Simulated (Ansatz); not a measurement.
System: ethylene, C₂H₄ (charge 0, singlet). SMILES: C=C
Geometry from a B3LYP-D3(BJ)/def2-TZVP (Ansatz, an electronic-structure program) optimisation:
```xyz
6

C     -0.0012    -0.0058     0.6623
C      0.0012     0.0058    -0.6623
H      0.0167     0.9104     1.2401
H     -0.0212    -0.9321     1.2238
H      0.0212     0.9321    -1.2238
H     -0.0167    -0.9104    -1.2401
```
Charge 0, spin multiplicity 1.

Wanted: vertical ionisation energy to the doublet, in eV. Terms: 6-31G* and kin with 6d, 5d where marked; no dispersion term unless named; open shells spin-unrestricted; no spin-orbit coupling; non-relativistic; each state is the SCF solution reached for its charge and spin. Ab initio and DFT rows: single points at B3LYP-D3(BJ) geometries (Ansatz).

```tsv
species	coefficient	E at HF/6-31G* (Ansatz), Eh	E at PBE/def2-TZVPD (Ansatz), Eh
charge 1, doublet	+1	-77.70556	-78.10789
charge 0, singlet	-1	-78.03148	-78.50050
```

Measured values: CCCBDB table in ASE; they hold spin-orbit and core effects.  Value to compare with, the measured value: 10.68 eV. 1 Eh = 27.2114 eV.

Task: Work the quantity out at each level, and compare with the measured value.

Result: 
- HF/6-31G*: the sum of coefficient times E is 0.32592 Eh, or 8.869 eV. Result: 8.87 eV. Its error against the measured value is -1.81 eV.
- PBE/def2-TZVPD: the sum of coefficient times E is 0.39261 Eh, or 10.683 eV. Result: 10.68 eV. Its error against the measured value is 0.00 eV.
